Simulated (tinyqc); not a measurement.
UHF in the sto-6g basis, for OH-, spin multiplicity 1, step by step (part 2 of 2). The basis has no diffuse functions, so it cannot describe the extra electron: this is an exercise in the method, not the real anion. Computed by tinyqc, a small Python program that keeps every step (integrals from PySCF). Command: `OMP_NUM_THREADS=1 python tinyqc.py 26779 26780 out.jsonl` (the two numbers bound the seeds that draw the settings). One thread of a shared host (Intel(R) Xeon(R) Processor @ 2.60GHz), about 0.1 s of CPU time with the checks.

Geometry (angstrom):
```
atom         x         y         z
O     0.000000  0.000000  0.000000
H     0.000000  0.000000  1.309000
```

## Iteration 2: diagonalisation and new density

extrapolated F(alpha) (hartree), order 1O 1s, 1O 2s, 1O 2px, 1O 2py, 1O 2pz, 2H 1s:
$$\begin{pmatrix}
-19.785713 & -4.804260 & 0.000527 & 0.000018 & -0.002202 & -0.516175 \\
-4.804260 & -1.733693 & 0.034528 & 0.001173 & 0.013074 & -0.374696 \\
0.000527 & 0.034528 & 0.406900 & 0.008707 & 0.284893 & -0.063308 \\
0.000018 & 0.001173 & 0.008707 & 0.150856 & 0.009677 & -0.002150 \\
-0.002202 & 0.013074 & 0.284893 & 0.009677 & 0.323887 & -0.194456 \\
-0.516175 & -0.374696 & -0.063308 & -0.002150 & -0.194456 & 0.164757
\end{pmatrix}$$

extrapolated F(beta) (hartree), order 1O 1s, 1O 2s, 1O 2px, 1O 2py, 1O 2pz, 2H 1s:
$$\begin{pmatrix}
-19.785713 & -4.804260 & -0.000527 & -0.000018 & -0.002202 & -0.516175 \\
-4.804260 & -1.733693 & -0.034528 & -0.001173 & 0.013074 & -0.374696 \\
-0.000527 & -0.034528 & 0.406900 & 0.008707 & -0.284893 & 0.063308 \\
-0.000018 & -0.001173 & 0.008707 & 0.150856 & -0.009677 & 0.002150 \\
-0.002202 & 0.013074 & -0.284893 & -0.009677 & 0.323887 & -0.194456 \\
-0.516175 & -0.374696 & 0.063308 & 0.002150 & -0.194456 & 0.164757
\end{pmatrix}$$

X, order 1O 1s, 1O 2s, 1O 2px, 1O 2py, 1O 2pz, 2H 1s:
$$\begin{pmatrix}
1.021325 & -0.123369 & 0.000000 & 0.000000 & -0.003428 & 0.014256 \\
-0.123369 & 1.055319 & 0.000000 & 0.000000 & 0.031496 & -0.157406 \\
0.000000 & 0.000000 & 1.000000 & 0.000000 & 0.000000 & 0.000000 \\
0.000000 & 0.000000 & 0.000000 & 1.000000 & 0.000000 & 0.000000 \\
-0.003428 & 0.031496 & 0.000000 & 0.000000 & 1.028785 & -0.144406 \\
0.014256 & -0.157406 & 0.000000 & 0.000000 & -0.144406 & 1.062133
\end{pmatrix}$$

Diagonalise F' = X^T F X, C = X C', fill 5 alpha and 5 beta electrons from the bottom; D(s) = C_occ C_occ^T. Each column has its largest component positive (the first on a tie).

F' = X^T F X (alpha) (hartree):
$$\begin{pmatrix}
-19.467940 & -2.462354 & -0.005600 & -0.000190 & -0.019655 & -0.046725 \\
-2.462354 & -0.869326 & 0.055311 & 0.001879 & 0.080642 & -0.245307 \\
-0.005600 & 0.055311 & 0.406900 & 0.008707 & 0.303322 & -0.113809 \\
-0.000190 & 0.001879 & 0.008707 & 0.150856 & 0.010303 & -0.003866 \\
-0.019655 & 0.080642 & 0.303322 & 0.010303 & 0.406860 & -0.305433 \\
-0.046725 & -0.245307 & -0.113809 & -0.003866 & -0.305433 & 0.337117
\end{pmatrix}$$

orbital energies (alpha) (hartree): MO1 -19.788728, MO2 -0.609037, MO3 0.023838, MO4 0.150561, MO5 0.278877, MO6 0.908957

coefficients C (alpha), order 1O 1s, 1O 2s, 1O 2px, 1O 2py, 1O 2pz, 2H 1s:
$$\begin{pmatrix}
0.996895 & -0.244157 & 0.035240 & 0.000000 & 0.044299 & -0.043852 \\
0.013320 & 0.993037 & -0.190357 & 0.000000 & -0.261870 & 0.252141 \\
-0.000064 & -0.026553 & -0.435348 & -0.033947 & 0.726282 & 0.530216 \\
-0.000002 & -0.000902 & -0.014787 & 0.999424 & 0.024669 & 0.018009 \\
0.000630 & -0.002526 & 0.701573 & 0.000000 & -0.131135 & 0.755545 \\
-0.002135 & 0.101961 & 0.417410 & 0.000000 & 0.739523 & -0.665156
\end{pmatrix}$$

F' = X^T F X (beta) (hartree):
$$\begin{pmatrix}
-19.467940 & -2.462354 & 0.005600 & 0.000190 & -0.019655 & -0.046725 \\
-2.462354 & -0.869326 & -0.055311 & -0.001879 & 0.080642 & -0.245307 \\
0.005600 & -0.055311 & 0.406900 & 0.008707 & -0.303322 & 0.113809 \\
0.000190 & -0.001879 & 0.008707 & 0.150856 & -0.010303 & 0.003866 \\
-0.019655 & 0.080642 & -0.303322 & -0.010303 & 0.406860 & -0.305433 \\
-0.046725 & -0.245307 & 0.113809 & 0.003866 & -0.305433 & 0.337117
\end{pmatrix}$$

orbital energies (beta) (hartree): MO1 -19.788728, MO2 -0.609037, MO3 0.023838, MO4 0.150561, MO5 0.278877, MO6 0.908957

coefficients C (beta), order 1O 1s, 1O 2s, 1O 2px, 1O 2py, 1O 2pz, 2H 1s:
$$\begin{pmatrix}
0.996895 & -0.244157 & 0.035240 & 0.000000 & 0.044299 & -0.043852 \\
0.013320 & 0.993037 & -0.190357 & 0.000000 & -0.261870 & 0.252141 \\
0.000064 & 0.026553 & 0.435348 & -0.033947 & -0.726282 & -0.530216 \\
0.000002 & 0.000902 & 0.014787 & 0.999424 & -0.024669 & -0.018009 \\
0.000630 & -0.002526 & 0.701573 & 0.000000 & -0.131135 & 0.755545 \\
-0.002135 & 0.101961 & 0.417410 & 0.000000 & 0.739523 & -0.665156
\end{pmatrix}$$

D(alpha) after iteration 2, order 1O 1s, 1O 2s, 1O 2px, 1O 2py, 1O 2pz, 2H 1s:
$$\begin{pmatrix}
1.056618 & -0.247488 & 0.023251 & 0.000790 & 0.020159 & 0.020447 \\
-0.247488 & 1.091111 & -0.133690 & -0.004541 & -0.101709 & -0.171893 \\
0.023251 & -0.133690 & 0.718871 & -0.009549 & -0.400602 & 0.352677 \\
0.000790 & -0.004541 & -0.009549 & 0.999676 & -0.013607 & 0.011979 \\
0.020159 & -0.101709 & -0.400602 & -0.013607 & 0.509408 & 0.195607 \\
0.020447 & -0.171893 & 0.352677 & 0.011979 & 0.195607 & 0.731527
\end{pmatrix}$$

D(beta) after iteration 2, order 1O 1s, 1O 2s, 1O 2px, 1O 2py, 1O 2pz, 2H 1s:
$$\begin{pmatrix}
1.056618 & -0.247488 & -0.023251 & -0.000790 & 0.020159 & 0.020447 \\
-0.247488 & 1.091111 & 0.133690 & 0.004541 & -0.101709 & -0.171893 \\
-0.023251 & 0.133690 & 0.718871 & -0.009549 & 0.400602 & -0.352677 \\
-0.000790 & 0.004541 & -0.009549 & 0.999676 & 0.013607 & -0.011979 \\
0.020159 & -0.101709 & 0.400602 & 0.013607 & 0.509408 & 0.195607 \\
0.020447 & -0.171893 & -0.352677 & -0.011979 & 0.195607 & 0.731527
\end{pmatrix}$$

## Iteration 16 (converged): orbitals

converged F(alpha) (hartree), order 1O 1s, 1O 2s, 1O 2px, 1O 2py, 1O 2pz, 2H 1s:
$$\begin{pmatrix}
-19.777084 & -4.802309 & 0.000000 & 0.000000 & -0.013663 & -0.516981 \\
-4.802309 & -1.715420 & 0.000000 & 0.000000 & 0.019229 & -0.401577 \\
0.000000 & 0.000000 & 0.169941 & 0.000000 & 0.000000 & 0.000000 \\
0.000000 & 0.000000 & 0.000000 & 0.169941 & 0.000000 & 0.000000 \\
-0.013663 & 0.019229 & 0.000000 & 0.000000 & 0.542905 & -0.246747 \\
-0.516981 & -0.401577 & 0.000000 & 0.000000 & -0.246747 & 0.095723
\end{pmatrix}$$

converged F(beta) (hartree), order 1O 1s, 1O 2s, 1O 2px, 1O 2py, 1O 2pz, 2H 1s:
$$\begin{pmatrix}
-19.777084 & -4.802309 & 0.000000 & 0.000000 & -0.013663 & -0.516981 \\
-4.802309 & -1.715420 & 0.000000 & 0.000000 & 0.019229 & -0.401577 \\
0.000000 & 0.000000 & 0.169941 & 0.000000 & 0.000000 & 0.000000 \\
0.000000 & 0.000000 & 0.000000 & 0.169941 & 0.000000 & 0.000000 \\
-0.013663 & 0.019229 & 0.000000 & 0.000000 & 0.542905 & -0.246747 \\
-0.516981 & -0.401577 & 0.000000 & 0.000000 & -0.246747 & 0.095723
\end{pmatrix}$$

As before.

F' = X^T F X (alpha) (hartree):
$$\begin{pmatrix}
-19.459003 & -2.464823 & 0.000000 & 0.000000 & -0.034312 & -0.042688 \\
-2.464823 & -0.840930 & 0.000000 & 0.000000 & 0.107831 & -0.272549 \\
0.000000 & 0.000000 & 0.169941 & 0.000000 & 0.000000 & 0.000000 \\
0.000000 & 0.000000 & 0.000000 & 0.169941 & 0.000000 & 0.000000 \\
-0.034312 & 0.107831 & 0.000000 & 0.000000 & 0.653508 & -0.388406 \\
-0.042688 & -0.272549 & 0.000000 & 0.000000 & -0.388406 & 0.289582
\end{pmatrix}$$

orbital energies (alpha) (hartree): MO1 -19.780113, MO2 -0.599018, MO3 0.082826, MO4 0.169941, MO5 0.169941, MO6 0.939461

coefficients C (alpha), order 1O 1s, 1O 2s, 1O 2px, 1O 2py, 1O 2pz, 2H 1s:
$$\begin{pmatrix}
0.996894 & -0.240536 & 0.065604 & 0.000000 & 0.000000 & -0.050803 \\
0.013333 & 0.972649 & -0.355935 & 0.000000 & 0.000000 & 0.285960 \\
0.000000 & 0.000000 & 0.000000 & 0.992848 & -0.119385 & 0.000000 \\
0.000000 & 0.000000 & 0.000000 & 0.119385 & 0.992848 & 0.000000 \\
0.001194 & -0.007183 & 0.474039 & 0.000000 & 0.000000 & 0.924927 \\
-0.002214 & 0.152983 & 0.783726 & 0.000000 & 0.000000 & -0.732342
\end{pmatrix}$$

F' = X^T F X (beta) (hartree):
$$\begin{pmatrix}
-19.459003 & -2.464823 & 0.000000 & 0.000000 & -0.034312 & -0.042688 \\
-2.464823 & -0.840930 & 0.000000 & 0.000000 & 0.107831 & -0.272549 \\
0.000000 & 0.000000 & 0.169941 & 0.000000 & 0.000000 & 0.000000 \\
0.000000 & 0.000000 & 0.000000 & 0.169941 & 0.000000 & 0.000000 \\
-0.034312 & 0.107831 & 0.000000 & 0.000000 & 0.653508 & -0.388406 \\
-0.042688 & -0.272549 & 0.000000 & 0.000000 & -0.388406 & 0.289582
\end{pmatrix}$$

orbital energies (beta) (hartree): MO1 -19.780113, MO2 -0.599018, MO3 0.082826, MO4 0.169941, MO5 0.169941, MO6 0.939461

coefficients C (beta), order 1O 1s, 1O 2s, 1O 2px, 1O 2py, 1O 2pz, 2H 1s:
$$\begin{pmatrix}
0.996894 & -0.240536 & 0.065604 & 0.000000 & 0.000000 & -0.050803 \\
0.013333 & 0.972649 & -0.355935 & 0.000000 & 0.000000 & 0.285960 \\
0.000000 & 0.000000 & 0.000000 & 0.997397 & 0.072107 & 0.000000 \\
0.000000 & 0.000000 & 0.000000 & -0.072107 & 0.997397 & 0.000000 \\
0.001194 & -0.007183 & 0.474039 & 0.000000 & 0.000000 & 0.924927 \\
-0.002214 & 0.152983 & 0.783726 & 0.000000 & 0.000000 & -0.732342
\end{pmatrix}$$

D(alpha) after iteration 16, order 1O 1s, 1O 2s, 1O 2px, 1O 2py, 1O 2pz, 2H 1s:
$$\begin{pmatrix}
1.055960 & -0.244017 & 0.000000 & 0.000000 & 0.034017 & 0.012410 \\
-0.244017 & 1.072913 & 0.000000 & 0.000000 & -0.175697 & -0.130186 \\
0.000000 & 0.000000 & 1.000000 & 0.000000 & 0.000000 & 0.000000 \\
0.000000 & 0.000000 & 0.000000 & 1.000000 & 0.000000 & 0.000000 \\
0.034017 & -0.175697 & 0.000000 & 0.000000 & 0.224766 & 0.370415 \\
0.012410 & -0.130186 & 0.000000 & 0.000000 & 0.370415 & 0.637635
\end{pmatrix}$$

D(beta) after iteration 16, order 1O 1s, 1O 2s, 1O 2px, 1O 2py, 1O 2pz, 2H 1s:
$$\begin{pmatrix}
1.055960 & -0.244017 & 0.000000 & 0.000000 & 0.034017 & 0.012410 \\
-0.244017 & 1.072913 & 0.000000 & 0.000000 & -0.175697 & -0.130186 \\
0.000000 & 0.000000 & 1.000000 & 0.000000 & 0.000000 & 0.000000 \\
0.000000 & 0.000000 & 0.000000 & 1.000000 & 0.000000 & 0.000000 \\
0.034017 & -0.175697 & 0.000000 & 0.000000 & 0.224766 & 0.370415 \\
0.012410 & -0.130186 & 0.000000 & 0.000000 & 0.370415 & 0.637635
\end{pmatrix}$$

Within a degenerate level the vectors are fixed only up to a rotation; this is one choice.

## Convergence

Stop when the energy changes by less than 1e-10 hartree and every element of the error matrix X^T (F D S - S D F) X (for each spin) is below 3e-06.

Course of the cycle:
```
iteration   E (hartree)     change  largest element of the error matrix
1          -73.87718088          -                             2.31e-01
2          -74.63507801  -7.58e-01                             8.98e-02
3          -74.69467777  -5.96e-02                             6.57e-02
4          -74.73870959  -4.40e-02                             3.05e-02
5          -74.75304236  -1.43e-02                             1.57e-02
6          -74.75885435  -5.81e-03                             1.04e-02
7          -74.75680347   2.05e-03                             1.44e-02
8          -74.76143401  -4.63e-03                             4.98e-03
9          -74.75360915   7.82e-03                             1.51e-02
10         -74.76118394  -7.57e-03                             1.57e-02
11         -74.76181356  -6.30e-04                             3.32e-03
12         -74.76187189  -5.83e-05                             1.16e-03
13         -74.76187688  -4.99e-06                             3.14e-04
14         -74.76187765  -7.71e-07                             6.30e-06
15         -74.76187765  -9.99e-10                             1.93e-06
16         -74.76187765  -2.40e-11                             6.23e-09
```

PySCF UHF in the same basis, after a stability check = -74.76187765 hartree

Converged in 16 iterations.

## Populations, bond orders and dipole

overlap S, order 1O 1s, 1O 2s, 1O 2px, 1O 2py, 1O 2pz, 2H 1s:
$$\begin{pmatrix}
1.000000 & 0.231145 & 0.000000 & 0.000000 & 0.000000 & 0.024603 \\
0.231145 & 1.000000 & 0.000000 & 0.000000 & 0.000000 & 0.279514 \\
0.000000 & 0.000000 & 1.000000 & 0.000000 & 0.000000 & 0.000000 \\
0.000000 & 0.000000 & 0.000000 & 1.000000 & 0.000000 & 0.000000 \\
0.000000 & 0.000000 & 0.000000 & 0.000000 & 1.000000 & 0.261464 \\
0.024603 & 0.279514 & 0.000000 & 0.000000 & 0.261464 & 1.000000
\end{pmatrix}$$

Mulliken: Z minus the diagonal of D S on the atom; Loewdin: the same with S^(1/2) D S^(1/2); Mayer order: 2 sum_s sum (D(s) S)_ij (D(s) S)_ji over the two atoms.

Charges (e):
```
atom   Mulliken    Loewdin  Mulliken spin
1O    -0.603197  -0.614521              0
2H    -0.396803  -0.385479              0
```

Mayer bond orders:
```
pair     order
2-1   0.842548
```

dipole moment about the origin, x y z (debye): [0.000000, 0.000000, -1.914014]

<S^2> of the determinant (pure state: 0) = 0.000000
